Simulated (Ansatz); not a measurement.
C$_{6}$H$_{5}$F (`Fc1ccccc1`). Charge 0, multiplicity 1. All single points use the PBE0-D4/def2-TZVP geometry.

```xyz
12

F    -1.077    1.004    2.238
C    -0.538    0.502    1.119
C    -0.954    0.997   -0.102
C    -0.391    0.472   -1.255
C     0.567   -0.528   -1.178
C     0.966   -1.007    0.061
C     0.414   -0.493    1.225
H    -1.704    1.778   -0.135
H    -0.707    0.849   -2.221
H     1.003   -0.934   -2.083
H     1.714   -1.788    0.127
H     0.708   -0.850    2.204
```

(1) What is the dipole moment at B3LYP/def2-TZVPP? (Estimate.)

(2) And with PBE, r2SCAN, ωB97M-V? (An estimate is asked.)

(3) Give the Mulliken charges with B3LYP, PBE, r2SCAN in def2-TZVPP. (Estimate.)

Results:

(1) The calculation gave: 1.46 D, with components (0.59, -0.55, -1.22) D in this frame, pointing from negative to positive charge.

(2) Ansatz gave: PBE 1.29 D, r2SCAN 1.36 D, ωB97M-V 1.45 D.

(3) Ansatz gave: 
```tsv
atom	B3LYP	PBE	r2SCAN
F1	-0.21	-0.16	-0.21
C2	0.25	0.22	0.25
C3	-0.16	-0.14	-0.12
C4	-0.12	-0.11	-0.10
C5	-0.13	-0.11	-0.10
C6	-0.12	-0.11	-0.10
C7	-0.16	-0.14	-0.12
H8	0.13	0.11	0.10
H9	0.13	0.12	0.10
H10	0.13	0.12	0.10
H11	0.13	0.12	0.10
H12	0.13	0.11	0.10
```

B3LYP here is the variant with VWN-RPA as its local correlation; programs differ in this.
